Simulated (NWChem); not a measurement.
## Correlation energy of ozone (O3)

```
O
O 1 1.2340
O 1 1.2340 2 118.53
```
Charge 0, spin multiplicity 1.

The numbers come from NWChem runs, not from measurements. All single points use one geometry, from PBE0/def2-SVP, a minimum by its harmonic frequencies.

Basis set: cc-pVTZ. Each correlation energy counts from its own Hartree-Fock reference.

The correlated methods keep 3 core orbitals frozen. The species is likely to have several important configurations. No row is a measurement; the coupled-cluster row has its own basis-set and correlation limits.

Problem. For the correlation energy, CR-CCSD(T) gives -765.8 mHa and CCSD+T(CCSD) gives -780.3 mHa. What do CR-CCSD[T], SCS-MP2, CCSD(T) give?

Solution. CR-CCSD[T]: -768.0 mHa; SCS-MP2: -737.8 mHa; CCSD(T): -777.3 mHa.
